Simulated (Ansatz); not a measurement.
Born–Oppenheimer molecular dynamics of C₃H₈OS (13 atoms, charge 0, multiplicity 1). It starts from a relaxed structure.

The calculation used UKS BLYP-D4/6-31G in Ansatz 0.2.0.

```json
{
 "ensemble": "NVT, Nosé–Hoover chain",
 "time step": "0.5 fs",
 "steps asked": "135",
 "set temperature": "1500 K",
 "thermostat": "time constant 300 fs, chain length 3",
 "seed": "521618"
}
```

Frames 2.5 fs apart, positions in Å, forces in eV/Å.

Velocities at 30.0 fs (Å/ps):

```
O -1.20 0.59 -3.62
C -3.83 1.34 -8.73
C 5.69 4.25 10.45
C 4.57 -2.69 15.85
S -1.61 1.86 -4.85
H -31.53 -42.37 35.89
H -6.03 -5.19 -9.32
H 13.09 23.95 -1.25
H 4.35 12.24 21.90
H -4.46 -15.24 -50.76
H -4.65 4.19 1.19
H 19.03 -25.53 33.55
H 3.81 -55.10 -29.16
```

```xyz
13
Properties=species:S:1:pos:R:3:forces:R:3 time_fs=30.0 energy_less_start_eV=0.988 T=810
O -1.585 1.455 1.278 -0.90 0.45 -0.01
C -1.195 0.217 0.610 -0.43 -0.93 3.32
C 0.228 0.362 0.071 -0.67 -0.37 -1.30
C 0.881 -1.004 -0.148 -0.46 1.51 -2.75
S 1.933 -0.845 -1.961 0.11 -0.65 1.59
H -0.781 1.992 1.316 0.60 0.90 0.31
H -1.254 -0.572 1.438 0.22 0.24 -0.80
H -2.038 0.001 -0.050 0.37 -0.29 -0.91
H -0.026 0.838 -0.907 1.22 0.29 0.24
H 0.894 0.949 0.717 -0.30 0.54 -0.03
H 1.611 -1.304 0.580 0.11 -0.60 0.53
H 0.043 -1.616 -0.457 0.30 -1.36 0.32
H 2.939 -1.690 -1.424 -0.18 0.27 -0.52
13
Properties=species:S:1:pos:R:3:forces:R:3 time_fs=32.5 energy_less_start_eV=1.116 T=723
O -1.593 1.455 1.268 -2.47 -0.42 -0.33
C -1.205 0.218 0.597 0.65 -0.20 3.46
C 0.239 0.369 0.092 -2.28 -2.42 -2.82
C 0.891 -1.007 -0.116 -0.73 1.12 -2.93
S 1.929 -0.841 -1.971 0.52 -1.25 1.94
H -0.804 1.937 1.421 2.08 1.64 0.73
H -1.264 -0.578 1.391 0.04 -0.03 -0.48
H -2.004 0.049 -0.089 -0.25 -0.50 -1.36
H 0.019 0.876 -0.853 0.85 0.17 -0.60
H 0.897 0.948 0.617 1.48 2.06 2.16
H 1.612 -1.312 0.606 0.60 -0.40 0.73
H 0.099 -1.716 -0.365 0.30 -0.60 0.17
H 2.936 -1.813 -1.515 -0.79 0.84 -0.66
13
Properties=species:S:1:pos:R:3:forces:R:3 time_fs=35.0 energy_less_start_eV=0.869 T=895
O -1.607 1.456 1.258 1.10 1.93 0.85
C -1.212 0.219 0.600 0.38 0.72 0.68
C 0.240 0.367 0.101 0.22 -0.29 -1.01
C 0.897 -1.005 -0.097 0.45 -0.62 -1.48
S 1.926 -0.840 -1.978 0.26 -1.22 1.86
H -0.734 1.960 1.559 -1.84 -1.05 -0.46
H -1.272 -0.589 1.319 -0.20 -0.78 0.45
H -1.976 0.069 -0.199 0.64 -0.18 0.09
H 0.115 0.923 -0.831 0.28 -0.13 -0.75
H 0.962 1.044 0.624 -0.73 -0.39 0.71
H 1.641 -1.340 0.668 -0.27 0.50 -0.48
H 0.173 -1.849 -0.264 0.42 0.69 -0.04
H 2.889 -1.889 -1.643 -0.72 0.83 -0.41
13
Properties=species:S:1:pos:R:3:forces:R:3 time_fs=37.5 energy_less_start_eV=1.119 T=722
O -1.618 1.462 1.251 1.24 1.60 1.16
C -1.217 0.222 0.608 0.34 0.69 -1.10
C 0.242 0.363 0.103 1.51 1.37 -0.50
C 0.906 -1.006 -0.087 1.36 -1.42 -0.53
S 1.924 -0.840 -1.981 -0.52 -0.44 1.58
H -0.754 1.934 1.673 -2.06 -1.29 -0.94
H -1.292 -0.640 1.269 -0.27 -0.39 0.44
H -1.914 0.078 -0.305 0.82 0.07 1.28
H 0.228 0.960 -0.848 -0.23 -0.70 0.13
H 0.992 1.126 0.677 -1.70 -1.82 -0.16
H 1.659 -1.341 0.706 -0.37 0.95 -0.91
H 0.269 -1.944 -0.165 -0.02 1.30 -0.43
H 2.801 -1.918 -1.796 -0.09 0.09 -0.03
13
Properties=species:S:1:pos:R:3:forces:R:3 time_fs=40.0 energy_less_start_eV=0.995 T=808
O -1.626 1.475 1.248 -1.54 -0.57 -0.65
C -1.220 0.229 0.610 0.80 -0.20 -0.96
C 0.251 0.365 0.104 1.38 1.09 -0.24
C 0.922 -1.012 -0.079 1.46 -0.44 -0.68
S 1.920 -0.842 -1.982 -1.20 0.52 1.43
H -0.882 1.839 1.742 0.93 0.33 0.70
H -1.325 -0.710 1.242 -0.08 0.89 -0.16
H -1.809 0.090 -0.342 -0.15 0.11 1.02
H 0.327 0.959 -0.861 -0.70 -0.73 0.46
H 0.928 1.107 0.725 -1.06 -1.60 -0.13
H 1.660 -1.289 0.695 0.54 0.73 -0.21
H 0.363 -1.968 -0.092 -0.86 0.68 -0.74
H 2.709 -1.944 -1.951 0.49 -0.81 0.16
13
Properties=species:S:1:pos:R:3:forces:R:3 time_fs=42.5 energy_less_start_eV=0.968 T=828
O -1.639 1.485 1.242 -1.83 -1.00 -1.45
C -1.218 0.235 0.608 1.59 -0.38 -0.03
C 0.266 0.371 0.102 -0.32 -1.42 -0.53
C 0.944 -1.021 -0.076 1.19 0.99 -1.13
S 1.915 -0.842 -1.980 -0.83 0.17 1.30
H -0.965 1.757 1.852 1.41 0.54 1.41
H -1.364 -0.732 1.208 0.13 1.19 -0.13
H -1.715 0.108 -0.326 -1.56 0.02 -0.62
H 0.386 0.917 -0.850 -0.80 0.01 -0.06
H 0.807 1.000 0.772 0.96 0.34 1.19
H 1.692 -1.195 0.672 1.21 0.18 0.46
H 0.406 -1.953 -0.061 -1.25 -0.27 -0.65
H 2.640 -2.011 -2.097 0.09 -0.39 0.23
13
Properties=species:S:1:pos:R:3:forces:R:3 time_fs=45.0 energy_less_start_eV=0.958 T=836
O -1.658 1.493 1.233 1.27 0.05 1.57
C -1.210 0.240 0.605 1.13 0.25 -1.18
C 0.280 0.371 0.099 -0.92 -2.40 0.43
C 0.973 -1.026 -0.077 1.39 0.81 -0.46
S 1.908 -0.843 -1.975 -0.21 -0.75 0.88
H -0.980 1.703 2.025 -1.50 -0.47 -1.63
H -1.396 -0.689 1.171 0.17 0.19 0.51
H -1.706 0.128 -0.338 -1.47 0.11 -0.53
H 0.399 0.878 -0.842 -0.49 0.90 -0.46
H 0.737 0.908 0.884 1.45 0.93 0.96
H 1.786 -1.089 0.668 0.05 -0.37 -0.34
H 0.382 -1.946 -0.068 -0.35 0.11 -0.25
H 2.575 -2.098 -2.229 -0.53 0.63 0.50
13
Properties=species:S:1:pos:R:3:forces:R:3 time_fs=47.5 energy_less_start_eV=1.086 T=749
O -1.673 1.500 1.228 1.61 -0.17 1.98
C -1.196 0.246 0.596 -0.39 0.93 -3.13
C 0.290 0.360 0.098 0.01 -0.77 2.43
C 1.008 -1.027 -0.081 1.07 0.43 -0.23
S 1.900 -0.844 -1.969 -0.02 -1.02 0.45
H -1.070 1.627 2.114 -1.49 -0.22 -2.06
H -1.418 -0.636 1.163 0.10 -0.81 0.94
H -1.779 0.154 -0.373 -0.12 0.16 1.01
H 0.383 0.887 -0.856 -0.15 0.82 0.35
H 0.744 0.863 1.040 0.25 -0.10 -1.76
H 1.885 -1.006 0.645 -0.97 -0.92 -0.83
H 0.338 -1.932 -0.089 0.74 0.66 0.13
H 2.482 -2.152 -2.331 -0.66 1.01 0.72
13
Properties=species:S:1:pos:R:3:forces:R:3 time_fs=50.0 energy_less_start_eV=0.949 T=844
O -1.682 1.506 1.230 0.16 -0.60 -0.97
C -1.184 0.256 0.572 -1.73 0.01 -1.98
C 0.300 0.345 0.108 0.29 0.42 1.96
C 1.049 -1.025 -0.086 0.00 0.83 -1.05
S 1.893 -0.848 -1.961 -0.17 -0.48 0.22
H -1.240 1.539 2.096 0.36 0.25 0.90
H -1.433 -0.620 1.203 0.39 -0.03 0.05
H -1.862 0.189 -0.356 0.72 -0.06 1.10
H 0.358 0.942 -0.848 0.18 0.12 1.21
H 0.771 0.818 1.101 -0.19 -0.15 -2.32
H 1.934 -0.976 0.579 -0.52 -1.09 -0.14
H 0.334 -1.884 -0.104 0.92 0.19 0.31
H 2.351 -2.148 -2.391 -0.42 0.58 0.71
13
Properties=species:S:1:pos:R:3:forces:R:3 time_fs=52.5 energy_less_start_eV=0.799 T=950
O -1.690 1.510 1.228 0.05 -0.25 -2.19
C -1.180 0.266 0.539 -1.51 -0.87 1.03
C 0.311 0.331 0.128 -0.12 0.52 0.28
C 1.089 -1.019 -0.097 -1.13 1.59 -2.18
S 1.885 -0.852 -1.954 -0.40 0.77 0.28
H -1.396 1.462 2.129 0.69 0.11 2.07
H -1.425 -0.608 1.248 0.53 0.60 -0.81
H -1.908 0.219 -0.281 0.38 -0.35 -0.40
H 0.344 1.005 -0.774 0.47 -0.25 0.84
H 0.790 0.766 1.034 0.14 0.52 -0.59
H 1.956 -1.008 0.508 0.80 -0.82 1.03
H 0.379 -1.828 -0.101 0.15 -0.98 0.29
H 2.195 -2.114 -2.411 -0.06 -0.59 0.35
13
Properties=species:S:1:pos:R:3:forces:R:3 time_fs=55.0 energy_less_start_eV=0.934 T=858
O -1.698 1.514 1.220 0.94 -0.14 1.90
C -1.183 0.272 0.511 -0.12 -0.88 3.07
C 0.321 0.320 0.149 -1.06 -0.39 -1.63
C 1.125 -1.005 -0.118 -0.68 1.17 -1.47
S 1.876 -0.855 -1.946 -0.28 1.38 0.19
H -1.515 1.394 2.254 -0.20 0.32 -2.11
H -1.387 -0.565 1.248 0.22 0.13 -0.73
H -1.934 0.230 -0.230 -0.34 -0.49 -1.80
H 0.356 1.058 -0.655 0.56 -0.01 -0.54
H 0.822 0.749 0.942 1.06 1.43 2.32
H 2.015 -1.088 0.489 0.06 -0.25 0.60
H 0.436 -1.826 -0.081 -0.15 -1.08 0.12
H 2.034 -2.113 -2.409 -0.01 -1.19 0.08
13
Properties=species:S:1:pos:R:3:forces:R:3 time_fs=57.5 energy_less_start_eV=0.954 T=844
O -1.703 1.516 1.218 0.67 -0.27 2.05
C -1.188 0.274 0.497 -0.44 0.08 1.52
C 0.327 0.308 0.164 0.64 1.20 0.18
C 1.157 -0.986 -0.146 -0.43 -0.85 0.25
S 1.867 -0.856 -1.937 0.00 0.23 -0.52
H -1.641 1.344 2.273 0.08 0.39 -2.49
H -1.338 -0.519 1.210 -0.36 -1.14 0.31
H -1.970 0.213 -0.273 0.80 -0.34 -0.69
H 0.401 1.108 -0.565 0.43 -0.04 -1.20
H 0.902 0.803 0.960 -0.50 -0.06 0.88
H 2.076 -1.182 0.503 -1.22 0.60 -0.39
H 0.489 -1.880 -0.054 0.40 0.28 -0.22
H 1.872 -2.174 -2.400 -0.08 -0.09 0.33
```

Of the whole run (68 fs, mean temperature of the second half 818 K): The conserved energy stayed within 0.66 meV per atom of its start (net change 0.34 meV per atom), so the integration is sound. The mean temperature of the second half is 45 % below the set value. A run of 0.068 ps of so small a system gives no equilibrium averages. Limits of this set-up: no polarisation functions.

The run took 9.6 min on 1 thread of Intel(R) Xeon(R) Platinum 8375C CPU @ 2.90GHz (Ice Lake) (shared host), peak memory 0.16 GiB.
